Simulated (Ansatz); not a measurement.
We consider diamond-structure Ge, described by BLYP (Ansatz, a first-principles code, PAW).

Run with plane-wave cutoff 520 eV, 20×20×20 k mesh, Fermi–Dirac smearing 0.05 eV, scalar-relativistic PAW data made under PBE.

Computed at the level's own relaxed cell.

```yaml
crystal:
  lattice:
    - [0.00000, 2.94124, 2.94124]
    - [2.94124, 0.00000, 2.94124]
    - [2.94124, 2.94124, 0.00000]
  atoms:
    - { symbol: Ge, position: [0.50000, 0.50000, 0.50000] }
    - { symbol: Ge, position: [0.75000, 0.75000, 0.75000] }
```

**Question.** Give the elastic tensor (Voigt notation, GPa, ions relaxed, in the Cartesian axes of the cell as printed).

**Answer.** 
```
   87.6    26.5    26.5     0.0     0.0     0.0
   26.5    87.6    26.5     0.0     0.0     0.0
   26.5    26.5    87.6     0.0     0.0     0.0
    0.0     0.0     0.0    48.1     0.0     0.0
    0.0     0.0     0.0     0.0    48.1     0.0
    0.0     0.0     0.0     0.0     0.0    48.1
```

Measured, for comparison: elastic constant C11 131 GPa, elastic constant C12 49 GPa, elastic constant C44 68 GPa (low temperature, zero-point motion not removed; as tabulated in Tanner et al. (2021), arXiv:2110.11888). Computed (rounded) less measured: elastic constant C11 -33 %, elastic constant C12 -46 %, elastic constant C44 -29 %.

Note: the solid has no gap at this level, which affects its response.

The computed numbers hold no vibrational or temperature effects.
